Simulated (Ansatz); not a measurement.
Reading a saddle point

A first-order saddle point of SiNH$_{3}$, singlet, PBE0-D4/def2-TZVP, with one imaginary mode of 1415i cm⁻¹:

```csv
atom,x (Å),y (Å),z (Å)
H1,-0.6875,-1.0618,-0.4677
N2,0.3580,-0.5830,0.6385
Si3,0.2342,0.1313,-0.8613
H4,-0.1391,1.6077,-0.8393
H5,0.2343,-0.0942,1.5298
```

Program: Ansatz 0.2.0. Basis: def2-TZVPP and def2-QZVPP. Cores are frozen in the correlated methods. Extrapolation: Hartree–Fock as exp(−7.88 √X), correlation as X^−2.97.

Q: Which contacts change along the imaginary mode, and what lies on either side? (A judgement: the text doesn't fix the answer.)

A: The calculation gives: The step is SiNH₃ ([NH2][SiH]) → SiNH₃ ([NH][SiH2]). Shortening one way: H1–Si3; lengthening the same way: H1–N2.
| pair | one side (Å) | saddle (Å) | other side (Å) |
| --- | --- | --- | --- |
| H1–Si3 | 2.40 | 1.56 | 1.48 |
| H1–N2 | 1.01 | 1.60 | 2.63 |

Q: Which side is lower, and how far does the saddle lie above each? (Judge from chemistry; the value comes from the calculation.)

A: Computed: The side with H1–N2 short is lower by 0.669 eV; the saddle lies 2.939 eV above it and 2.270 eV above the other (CCSD(T) at an estimated basis limit (MP2 extrapolated from triple and quadruple zeta, plus CCSD(T) − MP2 in triple zeta); electronic energies).

The T1 diagnostic stays at or below 0.028. The T1 diagnostic is large here, which may signal multireference character or strong orbital relaxation, so CCSD(T) is less sure. The restricted Hartree–Fock reference is unstable towards an unrestricted one at one or more of these structures.

Labels in which every atom is bracketed show which atoms are joined, not bond orders.

For scale, one of the runs: CCSD(T)/def2-TZVPP, 115 basis functions (an equivalent command: `ansatz run in.yaml --threads 2`). The run took about 3.5 s on 2 CPU threads (shared host).
